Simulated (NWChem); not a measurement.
# CH2FN (SMILES [H]/N=C/F): B3LYP/cc-pVDZ

What is the vertical ionisation energy of CH2FN at B3LYP/cc-pVDZ? 

The results are computed with NWChem 7.3.0.

## Step 1: The system as given

The species is CH2FN (5 atoms), meant as a singlet with charge 0. SMILES: `[H]/N=C/F`. The coordinates come from a PBE0-D4/def2-TZVP relaxation.

Bond lengths: N1–C2 1.242 Å, C2–F3 1.328 Å, N1–H4 1.016 Å, C2–H5 1.092 Å. Angles: N1–C2–F3 120.0°, N1–C2–H5 129.8°, F3–C2–H5 110.2°, C2–N1–H4 110.6°.

## Step 2: A single-point energy at B3LYP/cc-pVDZ

File mol.nw:

```
start mol
title "CH2FN energy"
memory total 2200 mb
charge 0
geometry noautosym nocenter noautoz
   N    -0.719900   -0.454400   -0.439800
   C     0.296500   -0.034500    0.137300
   F     1.242400   -0.884800    0.520800
   H    -1.343900    0.314100   -0.667300
   H     0.574800    0.986000    0.407600
end
basis spherical bse
   * library cc-pVDZ
end
dft
   xc b3lyp
   grid fine
   convergence energy 1e-08
   maxiter 100
   mulliken
   print low
end
task dft energy
```

Run with:

```sh
$ nwchem mol.nw > mol.out
```

Log:

```text
[...]
 d= 0,ls=0.0,diis     1   -193.7970526721 -2.62D+02  2.19D-02  7.65D-01     0.7
[...]
 d= 0,ls=0.0,diis    11   -193.8877933362 -1.32D-10  2.07D-07  3.26D-10     5.2
         Total DFT energy =     -193.887793336235
      One electron energy =     -401.757798158818
           Coulomb energy =      162.860832608279
    Exchange-Corr. energy =      -23.548401742253
 Nuclear repulsion energy =       68.557573956557
[...]
      Total Density - Mulliken Population Analysis
     ---------------------------------------------
    Atom       Charge   Shell Charges
 -----------   ------   -------------------------------------------------------
    1 N    7     7.14   2.01  0.78  0.70  2.36  1.25  0.03
    2 C    6     5.81   2.01  0.70  0.36  1.98  0.59  0.17
    3 F    9     9.15   2.01  0.90  0.98  3.34  1.91  0.01
    4 H    1     0.90   0.73  0.12  0.05
    5 H    1     0.99   0.76  0.21  0.03
[...]
```

Run time: 6.3 s. Hardware: 1 thread of AMD EPYC 7R13 (Zen 3), shared host; peak memory 0.11 GiB.

## Step 3: The doublet cation at the same level

File a.nw:

```
start a
memory 2200 mb
charge 1

geometry noautosym nocenter noautoz
  N       -0.719900      -0.454400      -0.439800
  C        0.296500      -0.034500       0.137300
  F        1.242400      -0.884800       0.520800
  H       -1.343900       0.314100      -0.667300
  H        0.574800       0.986000       0.407600
end

basis spherical bse
  N library cc-pVDZ
  C library cc-pVDZ
  F library cc-pVDZ
  H library cc-pVDZ
end

dft
  xc b3lyp
  mult 2
  grid fine
  convergence energy 1e-08
  maxiter 100
  mulliken
  noprint "final vectors analysis"
end

task dft energy
```

Run with:

```sh
$ nwchem a.nw > a.out
```

Log:

```text
[...]
          Wavefunction type:  spin polarized.
          No. of atoms     :     5
          No. of electrons :    23
[...]
          Charge           :     1
          Spin multiplicity:     2
[...]
          AO basis - number of functions:    52
[...]
              XC Information
              --------------
                         B3LYP Method XC Potential
                     Hartree-Fock (Exact) Exchange  0.200
                        Slater Exchange Functional  0.800 local
                    Becke 1988 Exchange Functional  0.720 non-local
              Lee-Yang-Parr Correlation Functional  0.810
                  VWN I RPA Correlation Functional  0.190 local
[...]
 d= 0,ls=0.0,diis     1   -193.2918326770 -2.62D+02  1.84D-02  4.51D-01     0.8
[...]
 d= 0,ls=0.0,diis    14   -193.4684921849 -2.32D-09  2.51D-07  5.33D-11     8.4
[...]
         Total DFT energy =     -193.468492184870
      One electron energy =     -393.771425181288
           Coulomb energy =      154.910432732874
    Exchange-Corr. energy =      -23.165073693012
 Nuclear repulsion energy =       68.557573956557
[...]
      Total Density - Mulliken Population Analysis
     ---------------------------------------------
    Atom       Charge   Shell Charges
 -----------   ------   -------------------------------------------------------
    1 N    7     6.82   2.01  0.80  0.64  2.33  1.00  0.03
    2 C    6     5.62   2.01  0.73  0.33  1.95  0.42  0.17
    3 F    9     9.02   2.01  0.92  0.98  3.31  1.80  0.01
    4 H    1     0.76   0.66  0.05  0.06
    5 H    1     0.79   0.69  0.08  0.03
[...]
      <S2> =      0.7585 (Exact =     0.7500)
[...]
```

It took 9.6 s on 1 thread of AMD EPYC 7R13 (Zen 3), shared host; peak memory 0.11 GiB.

## Step 4: Summary of results

At B3LYP/cc-pVDZ:

| quantity | value |
| --- | --- |
| singlet CH2FN: total energy | -193.88779 Eh |
| doublet cation: total energy | -193.46849 Eh |
| doublet cation: ⟨S²⟩ | 0.758 |
| vertical ionisation energy (to the doublet cation) | 11.410 eV |

What this shows: Removing an electron at fixed nuclei costs 11.41 eV (1101 kJ/mol). Mulliken charges (singlet CH2FN) run from -0.15 on F3 to +0.19 on C2.
